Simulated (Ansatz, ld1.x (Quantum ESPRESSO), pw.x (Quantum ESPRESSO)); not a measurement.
# Equation-of-state test of one PAW potential (caesium (Cs))

```
Element                 : caesium (Cs)
Generator               : ld1.x (Quantum ESPRESSO) 7.5
Type                    : PAW
Functional              : PBE
Relativity              : scalar-relativistic
Frozen core             : [Kr] 4d10
Valence charge          : 9
Reference configuration : 5s2 5p6 5d0 6s0.75 6p0.25
Partial waves           : 5s (bound): rcut 2.35, rcutus 2.95 bohr; 6s (bound): rcut 2.35, rcutus 2.95 bohr; 5p (bound): rcut 3.60, rcutus 4.20 bohr; 6p (bound): rcut 3.60, rcutus 4.20 bohr; 5d (bound, empty): rcut 3.10, rcutus 4.25 bohr; 5d channel at 0.85 Ry: rcut 3.10, rcutus 4.25 bohr
Local potential         : all-electron potential smoothed inside 3.85 bohr (lloc = -2)
Core correction         : Bessel-smoothed model core inside 2.40 bohr
Augmentation charge     : GAUSS, radius 2.00 bohr
```

Atomic tests: cutoffs needed: 8 Ry and 10 Ry (the cutoffs (Ry, on a coarse ladder) from which the occupation-weighted sum of valence levels, in a spherical-Bessel basis at the reference potential, stays within 10 and 1 mRy of its value at 400 Ry); ghost test: no extra level below or beside the all-electron valence levels (s, p, d, f tested) (spherical-Bessel basis up to 400 Ry, 20 bohr box); configuration tests: test run stopped at test 4 of 7 (negative rho).

Crystal test: bcc Cs in pw.x 7.5, no spin, 8³ k-points, Fermi–Dirac smearing 0.01 Ry, cutoffs 40/320 Ry. The reference is all-electron LAPW (Ansatz 0.2.0) with the same functional, mesh and smearing; V0 and B0 come from Birch–Murnaghan fits to the pressures at five volumes. Errors are pseudo minus all-electron; Δ is the rms difference of the E(V) curves that follow from these fits, minima aligned, over ±6 % about the mean V0. Mesh and smearing are coarse, so the numbers serve the comparison and aren't converged zero-temperature values; the lattice is a test structure that the element need not adopt.

```
V (Å³/atom)  P all-electron (GPa)  P pseudo (GPa)
    111.296                  0.10            0.10
    114.225                  0.05            0.04
    117.154                 -0.00           -0.01
    120.083                 -0.05           -0.05
    123.012                 -0.09           -0.09
```

All-electron: a0 = 6.162 Å (V0 = 117.01 Å³/atom), B0 = 1.9 GPa.

Pseudopotential: mean pressure error (GPa): -0.01; a0 (Å): 6.156; a0 error (%): -0.11; B0 error (%): -0.4; Δ (meV/atom): 0.2. Atomic configuration tests: test run stopped at test 4 of 7 (negative rho).

**Question.** At the middle volume, how do free energy and pressure move when the wave cutoff is lowered (ecutrho held at 320 Ry)?

**Answer.**

```json
{"cutoff (Ry)": "18", "shift of F (meV/atom)": "+1.1", "shift of P (GPa)": "-0.01"}
{"cutoff (Ry)": "24", "shift of F (meV/atom)": "+0.3", "shift of P (GPa)": "-0.00"}
{"cutoff (Ry)": "32", "shift of F (meV/atom)": "+0.0", "shift of P (GPa)": "-0.00"}
```

The run at the middle volume (29 k-points, 14 iterations) took about 42 s on one core of a shared host (Neoverse-V2, 96 threads, 742 GiB, load 47).
